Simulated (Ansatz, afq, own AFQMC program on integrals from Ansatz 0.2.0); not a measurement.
Atomization energy of AlNH2, singlet

```xyz
4

Al    0.0000    0.0000    0.6968
N     0.0000    0.0000   -1.0992
H     0.0000    0.8223   -1.6887
H     0.0000   -0.8223   -1.6887
```

Connectivity, by distances: Al–NH2.

Atoms in their ground-state spins without spin–orbit coupling (mostly on UHF) minus the molecule (RHF), without zero-point energy. The geometry is a stationary point, not shown to be a minimum.

Basis aug-cc-pVDZ. Noble-gas cores (and the filled d shells of Ga–Kr and In–Xe) are frozen. Integrals, coupled cluster, full CI and functionals: Ansatz 0.2.0; the random walks run on the same integrals in our own AFQMC program. ph-AFQMC/CISD is guided by a CISD state made of CCSD amplitudes; releasing the constraint for a short imaginary time cuts its bias at the price of noise, slowly where states lie close. ± is one standard error of the sampling. The errors of all members are added in quadrature.

No full CI on the walks' own integrals is used here; CCSDT(Q) serves as the reference and is uncertain by about the last step of the cluster series. Each member takes its own surest rung, up to full CI.

Errors are counted within aug-cc-pVDZ, not against nature.

Reference (CCSDT(Q)): 259.5 kcal/mol.

| level | atomization energy (kcal/mol) | error against CCSDT(Q) (kcal/mol) |
| --- | --- | --- |
| HF | 180.4 | -79.0 |
| MP2 | 262.8 | 3.3 |
| CCSD | 255.2 | -4.3 |
| CCSD(T) | 259.1 | -0.3 |
| ph-AFQMC/HF | 261.7 ± 0.7 | 2.3 ± 0.7 |
| ph-AFQMC/CISD | 259.5 ± 0.1 | 0.1 ± 0.1 |
| released AFQMC | 259.5 ± 0.1 | 0.1 ± 0.1 |

Correlation beyond CCSD(T) adds 0.3 kcal/mol. The perturbative (T) step is worth +4.0 kcal/mol.

A walk keeps the symmetry of its determinant, which the program's search chose and which needn't be the lowest solution, so a lower state of the same spin and another symmetry isn't excluded. Released energies are given only where the last usable release times agree within the noise; a slower fall can still hide under it.
